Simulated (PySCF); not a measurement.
Bonds (- single, = double, # triple, : aromatic): F1-C2 1.367 Å, C2-C3 1.523 Å, C3-S4 1.839 Å, S4-C5 1.839 Å, C5-C2 1.523 Å. C2 carries H6; C3 carries H7, H8; C5 carries H9, H10. H8, H9 are cis to F1 on the ring; H7, H10 are trans to F1 on the ring.

Geometry: PBE0-D3(BJ)/def2-SVP; GIAO shifts from PySCF 2.14, gas phase, non-relativistic, averaged over equivalent atoms.

At PBE0/pcSseg-1 (117 basis functions, 6.5 s wall time on 1 thread of an Arm Neoverse V2, shared host):
| atoms | δ (ppm) |
| --- | --- |
| F1 | -145.4 |
| C2 | 82.9 |
| C3/C5 | 42.4 |
| S4 | -108.8 |
| H6 | 5.03 |
| H8/H9 | 3.44 |
| H7/H10 | 2.97 |

δ = σ(ref) − σ, references computed at the same level: ¹⁹F (177.25 ppm) vs CFCl3; ¹³C (184.41 ppm) and ¹H (31.27 ppm) against TMS; ³³S (495.66 ppm) against CS2.

Problem. What do these become at WP04/pcSseg-2?

Solution. 
```
 atoms  δ at WP04/pcSseg-2  change
    F1              -150.6    -5.2
    C2                89.6    +6.7
 C3/C5                45.4    +3.0
    S4               -35.4   +73.4
    H6                5.08   +0.05
 H8/H9                3.37   -0.07
H7/H10                2.97   +0.00
```

Scale: ¹⁹F (177.34 ppm) against CFCl3; TMS for ¹³C (172.10 ppm), ¹H (31.61 ppm); CS2 for ³³S (468.55 ppm) (reference shieldings calculated alike).

The largest change is at S4 (sulfide sulfur). Cost: 257 basis functions, 20 s wall time on 1 thread of an Arm Neoverse V2, shared host.

Unscaled 19F shifts against computed CFCl3 carry errors that often reach 10 to 50 ppm.
